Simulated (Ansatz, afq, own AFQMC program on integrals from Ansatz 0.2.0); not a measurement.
Two steps: Ansatz 0.2.0 writes the Fock matrix and Cholesky factors of the valence space, and afq projects on them the lowest state that overlaps trial and start.

```yaml
crystal:
  periodic: [false, false, false]
  atoms:
    - {symbol: Zr, position_ang: [0.000000, -0.243366, 0.387142]}
    - {symbol: N, position_ang: [0.569668, 0.308016, -1.797302]}
    - {symbol: N, position_ang: [0.000000, 0.968981, 1.073191]}
    - {symbol: N, position_ang: [-0.569668, 0.308016, -1.797302]}
basis:
  gaussian: {orbitals: def2-SVP}
magnetization: {spin_polarized: false, initial_magnetization: 3}
correlation: {method: ccsd_t, electrons: outside_noble_gas, hamiltonian_folder: ham}
```

```sh
$ ansatz run in.yaml --threads 1 --pin off --events-out ev --progress --plain --max-ram 16896MiB --backend cuda --devices 0, --max-vram 18GiB
```

afq runs on the folder ham with

```
--method phaseless --trial cisd --walkers 4000 --populations 20 --least-time 60 --time-step 0.005 --steps-per-block 50 --equilibration-blocks 40 --max-blocks 4000 --target-error 0.00026 --factor-cut 1e-05 --start spin_pure --seed 2835 --release-times 0.24,0.6,1.2,1.8,2.6 --release-step 0.04 --release-every 4 --taylor-order 6
```

Times are imaginary, in 1/Eh. The walk had a cap of 424 s. With eight or more populations the least sampling time is a fifth of least-time, and the error comes from their spread. Core potentials past Kr, no spin–orbit coupling.

Output of the walk:

```
orbitals 66  electrons 11 8  factors 582 of 756
reference energy -209.43169539 Eh
CCSD correlation -0.53400135 Eh in 20 cycles, weight of the determinant in the CISD state 0.7921
energy of the start -209.965652 Eh
 block  time / (1/Eh)  mean weight  energy / Eh
     1     0.250  0.9998  -209.952142
     2     0.500  0.9999  -209.962908
     3     0.750  0.9993  -209.971753
     4     1.000  1.0001  -209.977493
     5     1.250  1.0000  -209.979682
     9     2.250  0.9998  -209.989417
    21     5.250  0.9996  -209.990202
    37     9.250  1.0001  -209.990872
    49    12.250  1.0003  -209.987044
    53    13.250  1.0002  -209.988827
    69    17.250  1.0005  -209.990021
    73    18.250  1.0002  -209.993859
    85    21.250  1.0001  -209.990628
   101    25.250  1.0000  -209.989890
   117    29.250  1.0003  -209.989980
   133    33.250  1.0002  -209.987580
   149    37.250  0.9996  -209.989045
   165    41.250  1.0003  -209.988863
error from the spread of 20 populations
released: time / (1/Eh)  energy / Eh  error  mean overlap
  0.24  -209.989836  0.000349  0.9993
  0.60  -209.990373  0.000245  0.9995
  1.20  -209.990520  0.000480  0.9950
  1.80  -209.990604  0.000599  0.9877
  2.60  -209.990840  0.000879  0.9893
energy -209.989820 +/- 0.000340 Eh
(rows thinned)
```

The run passed its tests (sampling time, drift between the halves within three errors, error under three times the target), which doesn't prove that it has relaxed, ending at its cap on processor time.

Against this walk (error 9.2 meV) on the same determinant: CCSD(T) 46.4 meV higher. The error is statistical and leaves out the bias of the constraint. None of these is a sure reference here. Released to 1.80 1/Eh the energy moves by -21 ± 19 meV (both errors), within twice the noise.

Cautions: constraint bias not in the error; error above the target (9.2 against 7.1 meV); no spin-orbit coupling; outer-core shells of the metal frozen; lower spins were not checked; higher spins were not checked.

The walk took 7.1 min on 1 × NVIDIA H100 80GB HBM3 with 2 threads of AMD EPYC 7R13 Processor (Zen 3), on a shared host (the card was shared). The log's last line is the phaseless energy.

A walk keeps the symmetry of its determinant, which the program's search chose and which needn't be the lowest solution, so a lower state of the same spin and another symmetry isn't excluded.
